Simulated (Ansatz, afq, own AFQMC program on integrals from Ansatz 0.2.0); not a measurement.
**PH2, doublet in def2-TZVP, levels against CCSDT(Q)**

```xyz
3

P     1.0546   -0.0346    1.0159
H     0.6494    1.2844    1.4026
H     1.9517    0.4901    0.0294
```

Basis def2-TZVP. Only valence electrons are correlated. Ansatz 0.2.0 and our own AFQMC program on the same integrals; the CISD trial comes from CCSD amplitudes, and released means the phaseless constraint is let go. Uncertainties: one standard error, sampling alone.

Determinant: UHF, the one that the program's search chose, which needn't be the lowest solution. The geometry is a PBE0/def2-SVP stationary point of this or a neighbouring charge and spin state.

No full CI on the walks' own integrals is used here; CCSDT(Q) serves as the reference and is uncertain by about the last step of the cluster series.

Cautions: the ph-AFQMC/HF walk drifts between its halves (2.2 errors).

- T1 diagnostic: 0.0154
- weight of the determinant in the CISD state: 0.912
- ⟨S²⟩ of the determinant: 0.770
- size of the correlated space: 7 electrons in 44 orbitals

| level | correlation energy (eV) |
| --- | --- |
| MP2 | -3.5176 |
| CCSD | -4.2857 |
| CCSD(T) | -4.4269 |

Problem. Estimate where AFQMC with the constraint released lies against CCSD(T) on the same integrals.

Solution. 3.0 ± 0.1 kJ/mol below CCSD(T).

Reference: CCSDT(Q), correlation energy -4.457 eV. The released energy is read at 1.50 1/Eh (meV from the phaseless value at times in 1/Eh: 0.6 ± 2.1 at 0.24, -0.9 ± 2.4 at 0.50, -1.8 ± 1.4 at 1.00, -1.5 ± 1.3 at 1.50).

```tsv
level	E − E(reference) (kJ/mol)	share of correlation (%)
CCSD(T)	2.9	99.33
CCSDT	0.5	99.89
ph-AFQMC/HF	1.1 ± 1.2	99.75
ph-AFQMC/CISD	0.1 ± 0.2	99.99
released AFQMC	-0.1 ± 0.1	100.02
```

A walk keeps the symmetry of its determinant, which the program's search chose and which needn't be the lowest solution, so a lower state of the same spin and another symmetry isn't excluded. Released energies are given only where the last usable release times agree within the noise; a slower fall can still hide under it.
